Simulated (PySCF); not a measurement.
CH2, SMILES [CH2] (connectivity only; charge and spin as stated), neutral, multiplicity 1. Atoms are numbered in the order given.

```xyz
3

C      0.0000     0.0000    -0.1748
H      0.0000    -0.8623     0.5245
H      0.0000     0.8623     0.5245
```
Charge 0, spin multiplicity 1.

The structure is a stationary point at B3LYP-D3(BJ)/def2-TZVPD. The isomer is the one that the SMILES or the coordinates give; other isomers of the formula were not compared.

Vertical ionisation energy (IE) and electron affinity (EA) in eV. Rows of orbital energies are one-electron estimates. Where ΔSCF, EOM or ADC give a negative EA the extra electron is unbound and the value depends on the basis.

| level | IE | EA |
|---|---|---|
| −ε(HOMO), −ε(LUMO), HF/def2-TZVPD (PySCF) | 10.79 | -1.05 |
| −ε(HOMO), −ε(LUMO), r2SCAN/def2-TZVPD (PySCF) | 6.22 | 4.51 |
| EOM-CCSD/aug-cc-pVDZ (PySCF) | 10.39 | 0.83 |
| ADC(2)/aug-cc-pVDZ (PySCF) | 9.97 | 0.91 |

Computed lowest 1s main lines (those of the lightest heavy element) from CVS-ADC(2)-x/aug-cc-pVDZ (PySCF, non-relativistic), with pole strengths:
296.1 eV (1.55).

**Question.** Beyond the first one, list the lowest photoelectron lines from ADC(2)/aug-cc-pVDZ in PySCF with their pole strengths (two spins summed). (Estimate from the structure and the level; the computed values follow.)

**Answer.** 14.73 eV (1.86), 22.68 eV (1.76).
